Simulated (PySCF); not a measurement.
Calculation: TPSSh-D3(BJ)/def2-TZVP // CAM-B3LYP-D3(BJ)/def2-TZVP in PySCF. Isolated molecules, 0 K electronic values unless said otherwise. 

Reference species (SMILES): `[NH2]` (neutral, multiplicity 2).

```yaml
highest_occupied_spin_orbital: -7.81 eV
```

Changed species: `[F][Al][F]` (radical fragment; the reference has radical fragment).

Task: What does the change do to the highest occupied spin orbital?

Result: the highest occupied spin orbital goes up by 1.36 eV, to -6.45 eV.
